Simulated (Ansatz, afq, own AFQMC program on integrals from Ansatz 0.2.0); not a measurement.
Two steps: Ansatz 0.2.0 writes the Fock matrix and Cholesky factors of the valence space, and afq projects on them the lowest state that overlaps trial and start.

```yaml
crystal:
  periodic: [false, false, false]
  atoms:
    - {symbol: Ge, position_ang: [-0.041267, 0.000000, 0.663336]}
    - {symbol: Al, position_ang: [0.020882, 0.000001, -1.824681]}
    - {symbol: H, position_ang: [0.750633, -1.065978, -0.342633]}
    - {symbol: H, position_ang: [0.750626, 1.065983, -0.342632]}
    - {symbol: H, position_ang: [0.913748, 0.000002, 1.725000]}
basis:
  gaussian: {orbitals: cc-pVDZ}
magnetization: {spin_polarized: false}
correlation: {method: ccsd_t, electrons: outside_noble_gas, hamiltonian_folder: ham}
```

```sh
$ ansatz run in.yaml --threads 1 --pin off --events-out ev --progress --plain --max-ram 1382MiB
```

Options of the walk:

```
--method phaseless --trial cisd --walkers 60 --populations 1 --least-time 40 --time-step 0.005 --steps-per-block 50 --equilibration-blocks 28 --max-blocks 300 --target-error 0.00038 --factor-cut 1e-05 --seed 7005 --release-times 0.24,0.51,0.99,1.62,2.4 --release-step 0.03 --release-every 4 --taylor-order 6
```

Times are imaginary, in 1/Eh. The walk had a cap of 656 s. Filled inner d shells are frozen with the cores.

afq prints:

```
orbitals 41  electrons 5 5  factors 335 of 637
reference energy -2318.92913627 Eh
CCSD correlation -0.19869025 Eh in 11 cycles, weight of the determinant in the CISD state 0.8538
energy of the start -2319.127826 Eh
 block  time / (1/Eh)  mean weight  energy / Eh
     1     0.250  0.9991  -2319.124686
     2     0.500  0.9994  -2319.126214
     3     0.750  1.0008  -2319.127123
     4     1.000  0.9991  -2319.127582
     5     1.250  0.9987  -2319.129050
     7     1.750  1.0010  -2319.131306
     9     2.250  0.9999  -2319.133521
    13     3.250  0.9991  -2319.133559
    21     5.250  0.9988  -2319.132164
    29     7.250  1.0010  -2319.130348
    37     9.250  1.0003  -2319.135375
    45    11.250  0.9985  -2319.136944
    53    13.250  0.9987  -2319.141548
    61    15.250  1.0009  -2319.135634
    69    17.250  0.9983  -2319.136150
    77    19.250  1.0000  -2319.135314
    85    21.250  1.0006  -2319.137163
    93    23.250  0.9990  -2319.132817
   101    25.250  0.9987  -2319.134744
   109    27.250  0.9990  -2319.135524
   117    29.250  1.0009  -2319.130840
   121    30.250  1.0004  -2319.129150
   125    31.250  1.0005  -2319.134632
   133    33.250  1.0008  -2319.137566
   141    35.250  1.0020  -2319.135326
   149    37.250  0.9991  -2319.136684
   157    39.250  1.0007  -2319.135857
   165    41.250  1.0011  -2319.135384
   173    43.250  1.0009  -2319.135860
   181    45.250  0.9998  -2319.139751
   185    46.250  0.9988  -2319.131253
blocks merged  error / Eh  count
     1  0.000247  160
     2  0.000298  80
     4  0.000302  40
     8  0.000359  20
    16  0.000412  10
released: time / (1/Eh)  energy / Eh  error  mean overlap
  0.24  -2319.136309  0.000505  1.0005
  0.51  -2319.136494  0.000445  0.9989
  0.99  -2319.136364  0.000436  1.0019
  1.62  -2319.136719  0.000379  0.9836
  2.40  -2319.136181  0.000643  1.0174
energy -2319.135915 +/- 0.000359 Eh
(rows thinned)
```

The run passed its tests (sampling time, drift between the halves within three errors, error under three times the target), which doesn't prove that it has relaxed.

Against this walk (error 9.8 meV) on the same determinant: CCSD(T) 34.3 meV higher, CCSDT(Q) 10.5 meV lower (within the noise). The error is statistical and leaves out the bias of the constraint. Released to 2.40 1/Eh the energy moves by -7 ± 20 meV (both errors), within twice the noise.

Cautions: constraint bias not in the error; no relativity below Rb; no spin-orbit coupling; inner d shell frozen.

The walk took 2.1 min on 1 thread of Arm Neoverse V2, on a shared host. The log's last line is the phaseless energy.

CCSDT and higher add their correlation energy to the determinant of the CCSD(T) run, since their own runs factorise the integrals more tightly (a shift of under 2 meV). A walk keeps the symmetry of its determinant, which the program's search chose and which needn't be the lowest solution, so a lower state of the same spin and another symmetry isn't excluded.
